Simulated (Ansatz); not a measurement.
A calculation with Ansatz (development build ahead of 0.2.0).

```yaml
crystal:
  periodic: [false, false, false]
  atoms:
    - { symbol: Na, position_ang: [0.0, 0.0, 1.57626] }
    - { symbol: Na, position_ang: [0.0, 0.0, -4.72879] }
basis:
  gaussian: { orbitals: pcseg-2 }
magnetization:
  spin_polarized: true
hamiltonian:
  xc: pbe
```

The input is written out in the form of the current development build from the run's settings.

The run gave:

| Item | Value |
| --- | --- |
| Converged | yes |
| Total energy | -324.34063 hartree |
| Spin squared of the determinant | 0.952 |
| Stability test | minimum |

Caution: the unrestricted determinant is a mixture of spin states.
